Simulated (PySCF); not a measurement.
## A search over the determinants of OH

Unrestricted PBE0; basis H def2-TZVP, O def2-TZVP; no relativity; PySCF 2.14. Outer shells of the fragments: H 1s1; O 2s2 2p4.

Followed along the bond (rough minima from three points):

```csv
2Ms+1,unpaired,⟨S²⟩ at the start,R at minimum (Å),Te (eV)
2,π ↑,0.75,0.97,0.00
```

Solutions found at the starting distance of 0.920 Å, counted from the lowest of them; the search is not exhaustive and high or unbound solutions are not listed, so other states can lie among these:

```tsv
2Ms+1	unpaired	term	E (eV)	⟨S²⟩	⟨Lz²⟩	μ (D)
2	π ↑	²Π	0.00	0.75	1.01	-1.74
4	σ ↑, π ↑↑	⁴Σ⁻	8.21	3.75	0.00	3.14
```

A term symbol is given only where ⟨S²⟩ and ⟨Lz²⟩ are close to those of a pure state; real π, δ and φ orbitals otherwise mix terms. A positive dipole means H(−)O(+).

Counting both spins, an empty level lies below a filled one in some of these solutions, because spin and occupation are held.
